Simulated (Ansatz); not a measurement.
A Al cell: a random packing of atoms, relaxed.

```xyz
11
Lattice="5.7041 0.7699 0.0319 0.7834 6.0081 -0.6490 0.0583 -0.6585 5.6569" Properties=species:S:1:pos:R:3 pbc="T T T"
Al    0.7957    4.1492   -0.4262
Al    3.5574    4.5281   -0.4233
Al    0.7883    3.8972    2.3462
Al    5.2701    2.3954    3.5595
Al    5.2414    2.7241    0.7307
Al    1.2497   -0.2031    4.7334
Al    3.5871    4.2230    2.3523
Al    1.2212    0.1501    1.8521
Al    3.9829    0.5294    1.8556
Al    2.4181    2.0099    3.5430
Al    4.0484    0.1227    4.7399
```

Method: DFT r2SCAN, scalar-relativistic, plane waves, PAW (Ansatz).

Plane waves to 500 eV, a k mesh through Γ of 6×6×6 on the computed 11-atom cell and Gaussian smearing (0.10 eV); no spin polarisation.

Problem. Describe its local order.

Solution. Counting as bonded all pairs within 1.3 times the summed covalent radii:

```csv
atom → neighbour,mean count,mean length (Å),spread (Å)
Al → Al,10.91,2.82,0.06
```

Angles between all pairs of such bonds at an atom (mean ± spread): 98 ± 36° at Al.

Problem. Does it have a gap?

Solution. It has no gap on the mesh. Levels at Γ next to the Fermi level (eV from it): -2.17, -1.36, -1.27, -0.68, -0.23, -0.10, 0.12, 0.94, 1.00, 1.38, 1.76, 3.60. It lies 0.08 eV/atom above the elements' standard states (static lattices, no corrections for gases).

The final mesh leaves forces up to 0.08 eV/Å and stresses up to 1.0 GPa: the relaxation ran on a coarser mesh, so the cell's shape, its bonds and its energy belong partly to that mesh.

Cost: 2 runs of about 20 core-minutes in all (earlier runs that led there not counted), on Intel Xeon Processor @ 2.50GHz (Skylake/Cascade Lake) (shared hosts).